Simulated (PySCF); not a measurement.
**BF−: bond curves at several levels of theory**

What are the lowest state that PBE0 finds, the bond length, vibrational wavenumber and bond energy of BF−, and how much do these hang on the method?

The runs use PySCF 2.14.0; B aug-pcseg-1, F aug-pcseg-1, no relativity.

2 further runs of the same task are left out: 2 set aside as unsound or not needed.

## (1) The job

A driver script around PySCF takes these settings:

```
atoms                         : B, F
charge                        : -1
basis                         : B aug-pcseg-1, F aug-pcseg-1
Hamiltonian                   : no relativity
basis functions               : 46
electrons treated             : 15
masses in u                   : 11.0093, 18.9984
levels                        : PBE0, PBE, r²SCAN, BLYP, M06-2X, BP86, HF, MP2, SCS-MP2, CCSD, CCSD(T)
grid                          : 80 radial by 434 angular points
occupations                   : held fixed by the projection of orbital angular momentum
dissociation limit            : B + F−, each in its ground configuration
starting distance in angstrom : 1.530
values of 2S to try           : 1, 3
```

On the command line:

```
> OMP_NUM_THREADS=1 python dia.py task.json out
```

The job searches for the state first and then visits each distance with every level. Its results follow level by level.

## (2) PBE0 along the bond

State followed: ²Π (doublet), unpaired electrons π ↑. The scan is laid around 1.332 Å.

Log of the SCF at 1.332 Å:

```text
******** <class 'pyscf.dft.uks_symm.SymAdaptedUKS'> ********
method = SymAdaptedUKS
initial guess = minao
damping factor = 0
level_shift factor = 0
DIIS = <class 'pyscf.scf.diis.CDIIS'>
diis_start_cycle = 1
diis_space = 10
diis_damp = 0
SCF conv_tol = 1e-09
SCF conv_tol_grad = None
SCF max_cycles = 60
direct_scf = False
max_memory 909 MB (current use 284 MB)
number electrons alpha = 8  beta = 7
XC library pyscf.dft.libxc version 7.0.0
    S. Lehtola, C. Steigemann, M. J.T. Oliveira, and M. A.L. Marques.,  SoftwareX 7, 1–5 (2018)
XC functionals = PBE0
    C. Adamo and V. Barone.,  J. Chem. Phys. 110, 6158 (1999)
    M. Ernzerhof and G. E. Scuseria.,  J. Chem. Phys. 110, 5029 (1999)
small_rho_cutoff = 0
Overwritten attributes  get_hcore get_k get_jk get_occ get_j  of <class 'pyscf.dft.uks_symm.SymAdaptedUKS'>
<class 'pyscf.dft.uks_symm.SymAdaptedUKS'> does not have attributes  refdm
Set gradient conv threshold to 3.16228e-05
init E= -124.472556343711
cycle= 1 E= -124.485824549897  delta_E= -0.0133  |g|= 0.0201  |ddm|= 0.0719
cycle= 2 E= -124.48563491198  delta_E= 0.00019  |g|= 0.0328  |ddm|= 0.0475
cycle= 3 E= -124.485993763751  delta_E= -0.000359  |g|= 0.00174  |ddm|= 0.0235
cycle= 4 E= -124.485995656406  delta_E= -1.89e-06  |g|= 0.000813  |ddm|= 0.00625
cycle= 5 E= -124.485996154583  delta_E= -4.98e-07  |g|= 0.000106  |ddm|= 0.00135
cycle= 6 E= -124.485996198237  delta_E= -4.37e-08  |g|= 9.02e-05  |ddm|= 0.00118
cycle= 7 E= -124.4859962082  delta_E= -9.96e-09  |g|= 6.82e-06  |ddm|= 0.00039
cycle= 8 E= -124.48599620833  delta_E= -1.3e-10  |g|= 1.18e-06  |ddm|= 6.55e-05
Extra cycle  E= -124.485996208333  delta_E= -2.81e-12  |g|= 6.37e-07  |ddm|= 7.32e-06
converged SCF energy = -124.485996208333  <S^2> = 0.75200257  2S+1 = 2.0020016
```

Points of the scan, energies from the lowest:

```
 R (Å)  E (eV)  μ (D)  Mulliken charge of B (e)  Mayer bond order  ⟨S²⟩  HOMO (eV)  LUMO (eV)
1.1455  0.8037   5.20                     -1.49              0.59  0.75       1.77       2.95
1.1988  0.3440   5.20                     -1.34              0.55  0.75       1.78       3.00
1.2521  0.1014   5.15                     -1.20              0.51  0.75       1.78       3.06
1.2920  0.0199   5.09                     -1.10              0.47  0.75       1.78       3.10
1.3320  0.0000   5.00                     -1.01              0.44  0.75       1.78       3.15
1.3720  0.0258   4.88                     -0.93              0.42  0.75       1.78       3.20
1.4252  0.1098   4.70                     -0.83              0.38  0.75       1.77       3.25
1.4918  0.2662   4.43                     -0.72              0.35  0.75       1.74       3.31
1.5718  0.4938   4.05                     -0.62              0.32  0.75       1.68       3.35
1.6783  0.8191   3.50                     -0.52              0.30  0.75       1.57       3.37
```

Constants from the curve: Re = 1.327 Å, ωe = 1070 cm⁻¹, ωexe = 14.5 cm⁻¹, αe = 0.0257 cm⁻¹, Be = 1.373 cm⁻¹, De = 3.83 eV, μ = 5.01 D.

Orbitals nearest the gap at 1.332 Å:

```
spin  orbital  ε (eV)  filled                  made of
   β        σ  -29.90     yes                 F s 89 %
   α        σ  -11.43     yes       F p 75 %, B s 12 %
   β        σ  -11.32     yes       F p 76 %, B s 11 %
   α        π   -8.90     yes                 F p 93 %
   α        π   -8.81     yes                 F p 94 %
   β        π   -8.77     yes                 F p 94 %
   β        π   -8.56     yes                 F p 94 %
   α        σ   -2.74     yes       B s 88 %, B p 16 %
   β        σ   -2.29     yes       B s 84 %, B p 18 %
   α        π    1.78     yes  diffuse, shares unclear
   α        π    3.15      no  diffuse, shares unclear
   β        π    3.45      no  diffuse, shares unclear
   α        σ    3.46      no  diffuse, shares unclear
   β        π    3.60      no  diffuse, shares unclear
```

## (3) Orbitals, density and potential

Orbitals, density, ELF and potential are computed afterwards from the orbital file.

Frontier orbitals at PBE0 (alpha spin), with the share of their density that lies nearest to each atom:

```
orbital  energy (eV)           lies on
   HOMO         1.78  B1 82 %; F2 18 %
   LUMO         3.15  B1 76 %; F2 24 %
```

ELF in a plane through or near 2 of the atoms.

Values, 10 rows by 14 columns:
```
0.00 0.00 0.00 0.00 0.00 0.00 0.00 0.00 0.00 0.00 0.00 0.00 0.00 0.00
0.00 0.00 0.03 0.08 0.14 0.14 0.04 0.01 0.00 0.00 0.00 0.00 0.00 0.00
0.00 0.02 0.20 0.47 0.61 0.48 0.08 0.04 0.08 0.10 0.03 0.00 0.00 0.00
0.01 0.14 0.70 0.91 0.94 0.79 0.28 0.37 0.57 0.56 0.23 0.05 0.00 0.00
0.03 0.34 0.91 0.98 0.96 0.17 0.20 0.80 0.73 0.85 0.51 0.15 0.01 0.00
0.04 0.38 0.93 0.98 0.89 0.62 0.23 0.84 0.50 0.75 0.58 0.18 0.02 0.00
0.02 0.24 0.85 0.96 0.97 0.64 0.30 0.62 0.79 0.77 0.38 0.10 0.01 0.00
0.00 0.06 0.46 0.76 0.84 0.68 0.17 0.16 0.30 0.31 0.11 0.02 0.00 0.00
0.00 0.01 0.12 0.31 0.44 0.36 0.06 0.02 0.03 0.04 0.01 0.00 0.00 0.00
0.00 0.00 0.01 0.02 0.03 0.03 0.01 0.00 0.00 0.00 0.00 0.00 0.00 0.00
```
The map spans 6.5 Å across and 5.2 Å up, centred on the molecule. Atoms in the plane (x, y in Å): B1 (-0.7, 0.0), F2 (0.7, 0.0).

On the surface of density 0.002 e/bohr³ the electrostatic potential runs, from the 1st to the 99th percentile, from -5.77 to -4.03 V.

The spin density lies nearest to B1 82 %; F2 18 %.

## (4) PBE

Output of the SCF at 1.332 Å:

```text
[... 13 set-up lines left out, the same as in an earlier log ...]
max_memory 909 MB (current use 300 MB)
[... 3 set-up lines left out, the same as in an earlier log ...]
XC functionals = PBE
    J. P. Perdew, K. Burke, and M. Ernzerhof.,  Phys. Rev. Lett. 77, 3865 (1996)
    J. P. Perdew, K. Burke, and M. Ernzerhof.,  Phys. Rev. Lett. 78, 1396 (1997)
    J. P. Perdew, K. Burke, and M. Ernzerhof.,  Phys. Rev. Lett. 77, 3865 (1996)
    J. P. Perdew, K. Burke, and M. Ernzerhof.,  Phys. Rev. Lett. 78, 1396 (1997)
[... 2 set-up lines left out, the same as in an earlier log ...]
init E= -124.489539425316
cycle= 1 E= -124.490132466845  delta_E= -0.000593  |g|= 0.0469  |ddm|= 0.155
cycle= 2 E= -124.486944846273  delta_E= 0.00319  |g|= 0.108  |ddm|= 0.0915
cycle= 3 E= -124.490923799795  delta_E= -0.00398  |g|= 0.00208  |ddm|= 0.0591
cycle= 4 E= -124.490924595822  delta_E= -7.96e-07  |g|= 0.001  |ddm|= 0.00822
cycle= 5 E= -124.490925827994  delta_E= -1.23e-06  |g|= 0.00038  |ddm|= 0.0059
cycle= 6 E= -124.490925990061  delta_E= -1.62e-07  |g|= 6.19e-05  |ddm|= 0.00178
cycle= 7 E= -124.490925993582  delta_E= -3.52e-09  |g|= 1e-05  |ddm|= 0.000215
cycle= 8 E= -124.490925993653  delta_E= -7.17e-11  |g|= 1.04e-06  |ddm|= 3.03e-05
Extra cycle  E= -124.490925993652  delta_E= 1.82e-12  |g|= 2.08e-06  |ddm|= 9.34e-06
converged SCF energy = -124.490925993652  <S^2> = 0.75137818  2S+1 = 2.0013777
```

Re = 1.343 Å, ωe = 1039 cm⁻¹, ωexe = 14.0 cm⁻¹, αe = 0.0247 cm⁻¹, Be = 1.341 cm⁻¹, De = 3.89 eV, μ = 4.96 D.

## (5) r²SCAN (meta-GGA)

Output of the SCF at 1.332 Å:

```text
[... 17 set-up lines left out, the same as in an earlier log ...]
XC functionals = R2SCAN
    J. W. Furness, A. D. Kaplan, J. Ning, J. P. Perdew, and J. Sun.,  J. Phys. Chem. Lett. 11, 8208-8215 (2020)
    J. W. Furness, A. D. Kaplan, J. Ning, J. P. Perdew, and J. Sun.,  J. Phys. Chem. Lett. 11, 9248-9248 (2020)
    J. W. Furness, A. D. Kaplan, J. Ning, J. P. Perdew, and J. Sun.,  J. Phys. Chem. Lett. 11, 8208-8215 (2020)
    J. W. Furness, A. D. Kaplan, J. Ning, J. P. Perdew, and J. Sun.,  J. Phys. Chem. Lett. 11, 9248-9248 (2020)
[... 2 set-up lines left out, the same as in an earlier log ...]
init E= -124.557223635557
cycle= 1 E= -124.557613095889  delta_E= -0.000389  |g|= 0.00501  |ddm|= 0.0751
cycle= 2 E= -124.557596118301  delta_E= 1.7e-05  |g|= 0.00583  |ddm|= 0.0308
cycle= 3 E= -124.557633223295  delta_E= -3.71e-05  |g|= 0.00234  |ddm|= 0.0323
cycle= 4 E= -124.55763956721  delta_E= -6.34e-06  |g|= 0.00036  |ddm|= 0.0076
cycle= 5 E= -124.557639712542  delta_E= -1.45e-07  |g|= 0.000304  |ddm|= 0.00156
cycle= 6 E= -124.557639754722  delta_E= -4.22e-08  |g|= 5.58e-05  |ddm|= 0.00049
cycle= 7 E= -124.557639757979  delta_E= -3.26e-09  |g|= 1.21e-05  |ddm|= 0.000229
cycle= 8 E= -124.557639758321  delta_E= -3.43e-10  |g|= 2.05e-06  |ddm|= 9.15e-05
Extra cycle  E= -124.557639758326  delta_E= -4.63e-12  |g|= 1.84e-06  |ddm|= 1.83e-05
converged SCF energy = -124.557639758326  <S^2> = 0.75360467  2S+1 = 2.0036014
```

Re = 1.336 Å, ωe = 1054 cm⁻¹, ωexe = 13.8 cm⁻¹, αe = 0.0249 cm⁻¹, Be = 1.355 cm⁻¹, De = 3.90 eV, μ = 5.08 D. 8.3 s of CPU time for 12 points, integrals apart.

## (6) BLYP (GGA)

The SCF at the reference distance, 1.332 Å, printed:

```text
[... 13 set-up lines left out, the same as in an earlier log ...]
max_memory 909 MB (current use 309 MB)
[... 3 set-up lines left out, the same as in an earlier log ...]
XC functionals = BLYP
    A. D. Becke.,  Phys. Rev. A 38, 3098 (1988)
    C. Lee, W. Yang, and R. G. Parr.,  Phys. Rev. B 37, 785 (1988)
    B. Miehlich, A. Savin, H. Stoll, and H. Preuss.,  Chem. Phys. Lett. 157, 200 (1989)
[... 2 set-up lines left out, the same as in an earlier log ...]
init E= -124.612760929949
cycle= 1 E= -124.614456664042  delta_E= -0.0017  |g|= 0.0246  |ddm|= 0.251
cycle= 2 E= -124.613461647486  delta_E= 0.000995  |g|= 0.0608  |ddm|= 0.0654
cycle= 3 E= -124.614714561508  delta_E= -0.00125  |g|= 0.00309  |ddm|= 0.0344
cycle= 4 E= -124.614719124778  delta_E= -4.56e-06  |g|= 0.00026  |ddm|= 0.00523
cycle= 5 E= -124.61471900062  delta_E= 1.24e-07  |g|= 0.00041  |ddm|= 0.00275
cycle= 6 E= -124.61471921259  delta_E= -2.12e-07  |g|= 6.25e-05  |ddm|= 0.00204
cycle= 7 E= -124.614719218035  delta_E= -5.44e-09  |g|= 1.22e-05  |ddm|= 0.000325
cycle= 8 E= -124.614719218248  delta_E= -2.13e-10  |g|= 1.08e-06  |ddm|= 5.69e-05
Extra cycle  E= -124.614719218244  delta_E= 3.98e-12  |g|= 2.01e-06  |ddm|= 1.21e-05
converged SCF energy = -124.614719218244  <S^2> = 0.75135009  2S+1 = 2.0013496
```

Re = 1.346 Å, ωe = 1027 cm⁻¹, ωexe = 14.4 cm⁻¹, αe = 0.0251 cm⁻¹, Be = 1.334 cm⁻¹, De = 3.61 eV, μ = 4.90 D.

## (7) M06-2X

Output of the SCF at 1.332 Å:

```text
[... 13 set-up lines left out, the same as in an earlier log ...]
max_memory 909 MB (current use 310 MB)
[... 3 set-up lines left out, the same as in an earlier log ...]
XC functionals = M062X
    Y. Zhao and D. G. Truhlar.,  Theor. Chem. Acc. 120, 215 (2008)
    Y. Zhao and D. G. Truhlar.,  Theor. Chem. Acc. 120, 215 (2008)
[... 2 set-up lines left out, the same as in an earlier log ...]
init E= -124.577980292813
cycle= 1 E= -124.578724338292  delta_E= -0.000744  |g|= 0.00829  |ddm|= 0.137
cycle= 2 E= -124.578746880112  delta_E= -2.25e-05  |g|= 0.00856  |ddm|= 0.0237
cycle= 3 E= -124.578773762187  delta_E= -2.69e-05  |g|= 0.00143  |ddm|= 0.00707
cycle= 4 E= -124.578776577127  delta_E= -2.81e-06  |g|= 0.000338  |ddm|= 0.00943
cycle= 5 E= -124.578776870044  delta_E= -2.93e-07  |g|= 0.000194  |ddm|= 0.00366
cycle= 6 E= -124.5787769466  delta_E= -7.66e-08  |g|= 4.6e-05  |ddm|= 0.00155
cycle= 7 E= -124.578776956633  delta_E= -1e-08  |g|= 1.68e-05  |ddm|= 0.000532
cycle= 8 E= -124.578776957794  delta_E= -1.16e-09  |g|= 3.1e-06  |ddm|= 0.000182
cycle= 9 E= -124.578776957825  delta_E= -3.12e-11  |g|= 7.59e-07  |ddm|= 2.91e-05
Extra cycle  E= -124.578776957826  delta_E= -9.66e-13  |g|= 4.75e-07  |ddm|= 4.36e-06
converged SCF energy = -124.578776957826  <S^2> = 0.75146736  2S+1 = 2.0014668
```

Re = 1.328 Å, ωe = 1097 cm⁻¹, ωexe = 13.6 cm⁻¹, αe = 0.0234 cm⁻¹, Be = 1.372 cm⁻¹, De = 3.84 eV, μ = 4.92 D.

## (8) BP86 (GGA)

Log of the SCF at 1.332 Å:

```text
[... 17 set-up lines left out, the same as in an earlier log ...]
XC functionals = B88,P86
[... 1 set-up line left out, the same as in an earlier log ...]
    J. P. Perdew.,  Phys. Rev. B 33, 8822 (1986)
[... 2 set-up lines left out, the same as in an earlier log ...]
init E= -124.623646605989
cycle= 1 E= -124.624149454086  delta_E= -0.000503  |g|= 0.041  |ddm|= 0.174
cycle= 2 E= -124.621736525849  delta_E= 0.00241  |g|= 0.0947  |ddm|= 0.0832
cycle= 3 E= -124.62475573371  delta_E= -0.00302  |g|= 0.00206  |ddm|= 0.0534
cycle= 4 E= -124.624757526455  delta_E= -1.79e-06  |g|= 0.000294  |ddm|= 0.00399
cycle= 5 E= -124.624757438643  delta_E= 8.78e-08  |g|= 0.000405  |ddm|= 0.00307
cycle= 6 E= -124.624757654139  delta_E= -2.15e-07  |g|= 4.97e-05  |ddm|= 0.00197
cycle= 7 E= -124.624757656588  delta_E= -2.45e-09  |g|= 9e-06  |ddm|= 0.000192
cycle= 8 E= -124.624757656645  delta_E= -5.73e-11  |g|= 7.83e-07  |ddm|= 2.55e-05
Extra cycle  E= -124.624757656645  delta_E= 4.55e-13  |g|= 1.25e-06  |ddm|= 5.18e-06
converged SCF energy = -124.624757656645  <S^2> = 0.75152931  2S+1 = 2.0015287
```

Re = 1.346 Å, ωe = 1035 cm⁻¹, ωexe = 13.8 cm⁻¹, αe = 0.0244 cm⁻¹, Be = 1.335 cm⁻¹, De = 3.83 eV, μ = 5.00 D.

## (9) UHF

Log of the SCF at 1.332 Å:

```text
******** <class 'pyscf.scf.uhf_symm.SymAdaptedUHF'> ********
method = SymAdaptedUHF
[... 13 set-up lines left out, the same as in an earlier log ...]
Overwritten attributes  get_hcore get_k get_jk get_occ get_j  of <class 'pyscf.scf.uhf_symm.SymAdaptedUHF'>
<class 'pyscf.scf.uhf_symm.SymAdaptedUHF'> does not have attributes  refdm
[... 1 set-up line left out, the same as in an earlier log ...]
init E= -124.021227890002
cycle= 1 E= -124.030182152785  delta_E= -0.00895  |g|= 0.0371  |ddm|= 0.224
cycle= 2 E= -124.031177923787  delta_E= -0.000996  |g|= 0.0174  |ddm|= 0.0575
cycle= 3 E= -124.03147759396  delta_E= -0.0003  |g|= 0.00888  |ddm|= 0.0292
cycle= 4 E= -124.031718203401  delta_E= -0.000241  |g|= 0.00461  |ddm|= 0.0415
cycle= 5 E= -124.031849524058  delta_E= -0.000131  |g|= 0.00319  |ddm|= 0.0361
cycle= 6 E= -124.031987171063  delta_E= -0.000138  |g|= 0.00159  |ddm|= 0.0649
cycle= 7 E= -124.032021108853  delta_E= -3.39e-05  |g|= 0.000752  |ddm|= 0.0376
cycle= 8 E= -124.032026787586  delta_E= -5.68e-06  |g|= 0.000231  |ddm|= 0.017
cycle= 9 E= -124.032027070153  delta_E= -2.83e-07  |g|= 4.35e-05  |ddm|= 0.00371
cycle= 10 E= -124.032027073441  delta_E= -3.29e-09  |g|= 1.04e-05  |ddm|= 0.000197
cycle= 11 E= -124.032027073584  delta_E= -1.43e-10  |g|= 4.89e-06  |ddm|= 0.000192
Extra cycle  E= -124.032027073637  delta_E= -5.27e-11  |g|= 2.73e-06  |ddm|= 1.61e-05
converged SCF energy = -124.032027073637  <S^2> = 0.75563081  2S+1 = 2.0056229
```

Re = 1.285 Å, ωe = 1231 cm⁻¹, ωexe = 26.5 cm⁻¹, αe = 0.0304 cm⁻¹, Be = 1.465 cm⁻¹, De = 3.35 eV, μ = 5.04 D. 1.7 s of CPU time for 12 points, integrals apart.

## (10) Correlated methods on the Hartree–Fock reference

Reference: UHF; core orbitals frozen: 2.

Output of the coupled-cluster run at 1.332 Å:

```text
******** <class 'pyscf.cc.uccsd.UCCSD'> ********
CC2 = 0
CCSD nocc = (np.int64(6), np.int64(5)), nmo = (44, 44)
frozen orbitals [[0, 1], [0, 1]]
max_cycle = 80
direct = 0
conv_tol = 1e-07
conv_tol_normt = 1e-05
diis_space = 8
diis_start_cycle = 0
diis_start_energy_diff = 1e+09
max_memory 909 MB (current use 370 MB)
Init t2, MP2 energy = -0.260506551040558
Init E_corr(UCCSD) = -0.260506551057943
cycle = 1  E_corr(UCCSD) = -0.261113711850832  dE = -0.000607160793  norm(t1,t2) = 0.096319
cycle = 2  E_corr(UCCSD) = -0.271476633901034  dE = -0.0103629221  norm(t1,t2) = 0.0383024
cycle = 3  E_corr(UCCSD) = -0.271760132893739  dE = -0.000283498993  norm(t1,t2) = 0.022632
cycle = 4  E_corr(UCCSD) = -0.274561037986667  dE = -0.00280090509  norm(t1,t2) = 0.0135383
cycle = 5  E_corr(UCCSD) = -0.274441484515037  dE = 0.000119553472  norm(t1,t2) = 0.00549631
cycle = 6  E_corr(UCCSD) = -0.274379269576507  dE = 6.22149385e-05  norm(t1,t2) = 0.00356828
cycle = 7  E_corr(UCCSD) = -0.274445287055394  dE = -6.60174789e-05  norm(t1,t2) = 0.00181859
cycle = 8  E_corr(UCCSD) = -0.274435620807502  dE = 9.66624789e-06  norm(t1,t2) = 0.000494405
cycle = 9  E_corr(UCCSD) = -0.274426544308314  dE = 9.07649919e-06  norm(t1,t2) = 0.000210898
cycle = 10  E_corr(UCCSD) = -0.274427138588856  dE = -5.94280542e-07  norm(t1,t2) = 7.15666e-05
cycle = 11  E_corr(UCCSD) = -0.274427511973586  dE = -3.7338473e-07  norm(t1,t2) = 3.08399e-05
cycle = 12  E_corr(UCCSD) = -0.274427397110763  dE = 1.14862823e-07  norm(t1,t2) = 1.40882e-05
cycle = 13  E_corr(UCCSD) = -0.274427289289691  dE = 1.07821072e-07  norm(t1,t2) = 6.20741e-06
cycle = 14  E_corr(UCCSD) = -0.274427241478543  dE = 4.78111483e-08  norm(t1,t2) = 2.99861e-06
UCCSD converged
E(UCCSD) = -124.3064543151151  E_corr = -0.2744272414785431
UCCSD(T) correction = -0.00780483696337491
```

Correlation energy (eV) along the bond:

```
R (Å)     MP2  SCS-MP2    CCSD  CCSD(T)     T1
1.145  -6.781   -6.575     n/a      n/a    n/a
1.199  -6.872   -6.659  -7.251   -7.442  0.026
1.252  -6.960   -6.741  -7.342   -7.542  0.028
1.292  -7.025   -6.801  -7.407   -7.613  0.028
1.332  -7.089   -6.859  -7.468   -7.680  0.028
1.372  -7.149   -6.915  -7.522   -7.740  0.026
1.425  -7.215   -6.978  -7.579   -7.805  0.022
1.492  -7.263   -7.027  -7.623   -7.857  0.024
1.572  -7.285   -7.056  -7.648   -7.888  0.029
1.678  -7.300   -7.078     n/a      n/a    n/a
```

UHF-MP2: Re = 1.335 Å, ωe = 1006 cm⁻¹, Be = 1.356 cm⁻¹, De = 3.33 eV.

UHF-SCS-MP2: Re = 1.330 Å, ωe = 1019 cm⁻¹, Be = 1.366 cm⁻¹, De = 3.25 eV.

UHF-CCSD: Re = 1.331 Å, ωe = 1059 cm⁻¹, ωexe = 16.8 cm⁻¹, αe = 0.0278 cm⁻¹, Be = 1.365 cm⁻¹, De = 3.27 eV.

UHF-CCSD(T): Re = 1.337 Å, ωe = 1037 cm⁻¹, ωexe = 15.6 cm⁻¹, αe = 0.0276 cm⁻¹, Be = 1.354 cm⁻¹, De = 3.32 eV.

## (11) The curves together

Energy (eV) from each level's lowest point:

```
R (Å)    UHF  UHF-MP2  UHF-SCS-MP2  UHF-CCSD  UHF-CCSD(T)    PBE   BLYP   BP86  r²SCAN   PBE0  M06-2X
1.145  0.571    0.842        0.820       n/a          n/a  0.919  0.937  0.940   0.866  0.804   0.827
1.199  0.186    0.367        0.350     0.367        0.388  0.420  0.433  0.434   0.385  0.344   0.357
1.252  0.023    0.115        0.104     0.112        0.124  0.143  0.151  0.151   0.124  0.101   0.106
1.292  0.000    0.027        0.022     0.024        0.031  0.039  0.043  0.043   0.030  0.020   0.021
1.332  0.036    0.000        0.000     0.000        0.000  0.000  0.000  0.000   0.000  0.000   0.000
1.372  0.112    0.016        0.020     0.022        0.015  0.009  0.006  0.006   0.017  0.026   0.027
1.425  0.247    0.084        0.093     0.099        0.086  0.074  0.066  0.069   0.091  0.110   0.116
1.492  0.437    0.227        0.233     0.245        0.224  0.212  0.199  0.204   0.239  0.266   0.283
1.572  0.674    0.441        0.441     0.457        0.430  0.423  0.402  0.413   0.459  0.494   0.523
1.678  0.988    0.741        0.734       n/a          n/a  0.732  0.698  0.721   0.777  0.819   0.864
```

The whole job (state search and all levels along the bond) took 1.5 min on 1 thread of Intel Xeon Platinum 8488C (shared host), peak memory 0.58 GiB.

## (12) What came out

Lowest PBE0 solution found, without spin–orbit coupling: ²Π (doublet), unpaired electrons π ↑.

```
      level  Re (Å)  ωe (cm⁻¹)  De (eV)  μ (D)
        UHF   1.285       1231     3.35   5.04
    UHF-MP2   1.335       1006     3.33    n/a
UHF-SCS-MP2   1.330       1019     3.25    n/a
   UHF-CCSD   1.331       1059     3.27    n/a
UHF-CCSD(T)   1.337       1037     3.32    n/a
        PBE   1.343       1039     3.89   4.96
       BLYP   1.346       1027     3.61   4.90
       BP86   1.346       1035     3.83   5.00
     r²SCAN   1.336       1054     3.90   5.08
       PBE0   1.327       1070     3.83   5.01
     M06-2X   1.328       1097     3.84   4.92
```

De is counted to B + F− in their ground configurations. A positive dipole points from B to F; in an ion it is taken about the centre of mass and does not tell which atom is negative.

Differences from CCSD(T) in the same basis:

```
      level  Re (mÅ)  ωe (%)
        UHF      -52   +18.7
    UHF-MP2       -1    -3.0
UHF-SCS-MP2       -6    -1.7
   UHF-CCSD       -6    +2.1
        PBE       +7    +0.2
       BLYP      +10    -0.9
       BP86       +9    -0.2
     r²SCAN       -1    +1.6
       PBE0       -9    +3.2
     M06-2X       -9    +5.8
```

Time per point (s) on 1 thread of Intel Xeon Platinum 8488C, shared host (CPU time, shared integrals of 0.035 s apart; correlated levels include their reference; CCSD comes with the CCSD(T) run); the times are rough: UHF 0.14, UHF-MP2 0.21, UHF-SCS-MP2 0.21, PBE 0.51, BLYP 0.34, BP86 0.34, r²SCAN 0.69, PBE0 0.85, M06-2X 0.78; the reference 3.1.

Cheap and still within 10 mÅ and 2.5 % of CCSD(T): BP86 (0.34 s), UHF-SCS-MP2 (0.21 s), BLYP (0.34 s), against 3.1 s for the dearest run.

In words: Against CCSD(T) in the same basis, the bond length is nearest at UHF-MP2 and r²SCAN (-1 mÅ) and farthest at UHF (-52 mÅ); the wavenumber is nearest at PBE and BP86 (0.2 % off) and farthest at UHF (+18.7 %). Hartree–Fock falls on the short and stiff side, its usual fault. CCSD(T) in a basis this small is itself some way from its limit, more so than the functionals. Of the levels with a De here, UHF-SCS-MP2 gives the least (3.25 eV) and r²SCAN the most (3.90 eV).

Correlated steps freeze 2 core orbitals. With some functionals the highest level of the anion is positive, from self-interaction error or because the anion is truly unbound there; the finite basis then holds the extra electron, and no neutral molecule was run to test the binding.
